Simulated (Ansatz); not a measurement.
# ClFO₂S: small, medium and large basis sets

The task here is to estimate one member of a computed series from the others.

Method: one geometry, several basis sets; program: Ansatz 0.2.0, Gaussian basis.

The runs, in order: PBE0-D4/def2-SVP; ωB97M-V/def2-SVP; PBE0-D4/def2-QZVPP; ωB97M-V/def2-QZVPP; the functionals' def2-TZVPP values are taken from earlier runs.

## The geometry

An earlier PBE0-D4 in a triple-zeta def2 set relaxation fixed the geometry.

SMILES `O=S(=O)(F)Cl`, 5 atoms, charge 0, spin multiplicity 1.

Atoms are counted from 1 here; the program's logs count them from 0.

Bond lengths: O1–S2 1.410 Å, S2–O3 1.410 Å, S2–F4 1.551 Å, S2–Cl5 1.995 Å. Angles: O1–S2–O3 123.8°, O1–S2–F4 107.1°, O1–S2–Cl5 108.9°, O3–S2–F4 107.1°, O3–S2–Cl5 108.9°, F4–S2–Cl5 97.8°.

The first run:

in.yaml reads:

```yaml
crystal:
  periodic: [false, false, false]
  atoms:
    - {symbol: O, position_ang: [-0.123497, -0.162692, 1.503039]}
    - {symbol: S, position_ang: [0.100211, -0.145145, 0.111166]}
    - {symbol: O, position_ang: [1.158043, -0.828959, -0.522123]}
    - {symbol: F, position_ang: [-1.214700, -0.608716, -0.568407]}
    - {symbol: Cl, position_ang: [0.079933, 1.745522, -0.523686]}
basis:
  gaussian: {orbitals: def2-SVP}
hamiltonian: {xc: pbe0, dispersion: d4}
output: {orbitals: {seedname: orbitals}}
```

Run with:

```bash
> ansatz run in.yaml --threads 4 --pin off --events-out ev --progress --plain --max-ram 10444MiB
```

Among the steps run: PBE0-D4 in def2-SVP; ωB97M-V in def2-SVP; PBE0-D4 in def2-QZVPP; ωB97M-V in def2-QZVPP.

One of the session's tables, all rows but one given; the rest of the session is left out.

| functional | basis | HOMO (eV) | LUMO (eV) |
| --- | --- | --- | --- |
| PBE0-D4 | def2-SVP | -9.90 | -1.77 |
| PBE0-D4 | def2-TZVPP | ? | ? |
| PBE0-D4 | def2-QZVPP | -10.06 | -2.01 |
| ωB97M-V | def2-SVP | -12.18 | 0.57 |
| ωB97M-V | def2-TZVPP | -12.34 | 0.32 |
| ωB97M-V | def2-QZVPP | -12.39 | 0.16 |

Estimate the missing values for PBE0-D4, def2-TZVPP.

The run gave: HOMO (eV): -10.02; LUMO (eV): -1.92. In the column «HOMO (eV)» it lies between PBE0-D4, def2-QZVPP (-10.06) and PBE0-D4, def2-SVP (-9.90).
